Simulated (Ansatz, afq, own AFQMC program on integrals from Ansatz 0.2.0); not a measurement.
## SiH4⁺, doublet: AFQMC among the cluster methods

```yaml
atoms:
  - { symbol: Si, position_ang: [-0.0001, -0.0038, 0.0038] }
  - { symbol: H, position_ang: [-0.0112, 1.0871, 1.0876] }
  - { symbol: H, position_ang: [-0.0150, -0.9679, 0.9741] }
  - { symbol: H, position_ang: [0.0168, 1.0801, -1.0870] }
  - { symbol: H, position_ang: [0.0111, -1.0946, -1.0800] }
```

Basis 6-31G. Only valence electrons are correlated. Ansatz 0.2.0 and our own AFQMC program on the same integrals; the CISD trial comes from CCSD amplitudes, and released means the phaseless constraint is let go. ± is one standard error of the sampling.

Determinant: UHF, the one that the program's search chose, which needn't be the lowest solution. The geometry is a point of a scan.

Full CI on the same integrals is exact in this basis and with this determinant's frozen core.

Cautions: unrestricted determinant slightly spin contaminated (⟨S²⟩ 0.81 against 0.75).

The T1 diagnostic is 0.0165, the weight of the determinant in the CISD state is 0.938 and the ⟨S²⟩ of the determinant is 0.809. The size of the correlated space is 7 electrons in 16 orbitals.

```csv
level,correlation energy (eV)
MP2,-1.3305
CCSD,-1.9940
CCSD(T),-2.0205
```

Estimate where AFQMC with the constraint released lies against CCSD(T) on the same integrals.

14.6 ± 0.4 meV below CCSD(T).

Reference: full CI, correlation energy -2.035 eV. The released energy is read at 2.40 1/Eh (meV from the phaseless value at times in 1/Eh: -1.3 ± 0.8 at 0.24, -1.6 ± 0.5 at 0.51, -2.3 ± 0.4 at 0.99, -2.6 ± 0.3 at 1.62, -3.3 ± 0.4 at 2.40).

```
         level  E − E(reference) (meV)  share of correlation (%)
       CCSD(T)                    14.5                     99.29
         CCSDT                     0.4                     99.98
      CCSDT(Q)                     0.1                    100.00
        CCSDTQ                     0.0                    100.00
 ph-AFQMC/CISD               3.2 ± 0.6                     99.84
released AFQMC               0.0 ± 0.4                    100.00
```

CCSDT and higher add their correlation energy to the determinant of the CCSD(T) run, since their own runs factorise the integrals more tightly (a shift of under 2 meV). A walk keeps the symmetry of its determinant, which the program's search chose and which needn't be the lowest solution, so a lower state of the same spin and another symmetry isn't excluded. Released energies are given only where the last usable release times agree within the noise; a slower fall can still hide under it.
